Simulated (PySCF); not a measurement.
# How the functional moves excitation energies

CH₃N.
Numbering: `[CH2:1]=[NH:2]` (hydrogens: H3, H4 on C1; H5 on N2)

Linear-response calculations in the def2-SVPD basis (PySCF; singlets by full response, triplets Tamm–Dancoff, core orbitals frozen in the response; HF means time-dependent Hartree–Fock). 'Strongest' is the level of largest summed f among the singlets computed (10 roots, of which the last may lack a degenerate partner); it can jump between rows when another state enters that window. S1 is the lowest singlet of each run and needn't be the same state throughout; f(S1) is that of one state. Geometry: PBE0-D3(BJ)/def2-SVP; no solvent, vibrations or thermal averaging.

```tsv
functional	kind	S1 (eV)	f(S1)	strongest (eV)	T1 (eV)	HOMO (eV)	gap (eV)	ionisation energy, ΔSCF (eV)
LDA	LDA	4.79	0.002	9.00	3.99	-6.30	4.33	10.62
PBE	GGA	4.96	0.002	8.98	4.05	-6.27	4.54	10.49
B3LYP	global hybrid, 20% exact exchange	5.11	0.002	9.32	4.22	-7.59	6.75	10.65
PBE0	global hybrid, 25% exact exchange	5.15	0.002	9.59	4.20	-7.82	7.27	10.55
BHandHLYP	global hybrid, 50% exact exchange	5.34	0.002	8.70	4.42	-9.33	9.98	10.51
CAM-B3LYP	range-separated hybrid	5.14	0.002	8.79	4.26	-9.28	9.93	10.67
LC-wPBE	range-separated hybrid	5.20	0.002	8.93	4.26	-10.64	12.59	10.68
HF	Hartree–Fock	5.73	0.002	8.56	4.20	-11.72	14.50	not settled
```

Q: What does wB97X-D (range-separated hybrid) give?

A: S1 (eV) 5.20, f(S1) 0.002, strongest (eV) 9.91, T1 (eV) 4.38, HOMO (eV) -9.77, gap (eV) 11.14, ionisation energy, ΔSCF (eV) 10.62. S1 runs from 4.79 eV (LDA) to 5.73 eV (HF), a spread of 0.94 eV, while the orbital gap spreads over 10.2 eV. Along PBE (0%), B3LYP (20%), PBE0 (25%), BHandHLYP (50%), HF (100%) S1 rises with the share of exact exchange. −ε(HOMO) comes closest to its own ΔSCF ionisation energy with LC-wPBE (-0.04 eV) and misses most with LDA (-4.32 eV). The lowest triplet of a reference set is 3A''(n→π*) at 4.65 eV (computed, theoretical best estimate (aug-cc-pVTZ, frozen core, CC3 geometry), gas; Veril, Scemama, Caffarel, Lipparini, Boggio-Pasqua, Jacquemin, Loos, WIREs Comput. Mol. Sci. 2021, 11, e1517 (QUESTDB)). The lowest computed triplet differs from it by BHandHLYP -0.23, wB97X-D -0.28, LC-wPBE -0.39, CAM-B3LYP -0.39, B3LYP -0.43, PBE0 -0.45, HF -0.45, PBE -0.60, LDA -0.66 eV; geometry and basis of the reference needn't be the same. 'Not settled' means that the ion's SCF failed to converge or may have ended in another state than the lowest.
